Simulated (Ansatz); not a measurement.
**SiHClF (SMILES F[SiH]Cl): methods side by side**

SiHClF has 4 atoms, charge 0, and is taken as a doublet. SMILES: `F[SiH]Cl`. The coordinates come from a GFN2-xTB relaxation.

```xyz
4

F    -0.9929   -0.3423    1.0625
Si   -0.2049   -0.2232   -0.3474
Cl    1.7326   -0.5466    0.0755
H    -0.5348    1.1122   -0.7905
```

Each level gives the energy change with the F1–Si2 bond stretched from 1.620 to 3.239 Å (eV). The values are calculated.

```csv
level,kind,program,value (eV),less FCI/STO-3G,CPU time (all runs)
UHF/STO-3G,Hartree–Fock,Ansatz,2.72,-0.49,1 s
UBHLYP/STO-3G,global hybrid,Ansatz,3.95,+0.74,14 s
UB2PLYP/STO-3G,double hybrid,Ansatz,3.94,+0.73,23 s
RPA@PBE/STO-3G,RPA,Ansatz,3.04,-0.17,16 s
UMP2/STO-3G,perturbation theory,Ansatz,3.24,+0.03,1.9 s
FCI/STO-3G,exact in the basis,Ansatz,3.21,0.00,8.1 s
```

FCI/STO-3G is exact within its basis and frozen core, so for wave-function methods in that basis the difference is their error; functionals converge differently with the basis, so for them it is only a difference. The first shape isn't each level's own minimum. The values span 2.72 to 3.95 eV. Spin contamination of the reference (⟨S²⟩ at least 0.1 too high) touches UHF/STO-3G, UMP2/STO-3G. All rows use very small basis sets, so none should be taken for the real molecule's value. Times are those of the runs behind each value, whatever else they computed, on shared processors of several kinds: orders of magnitude only.
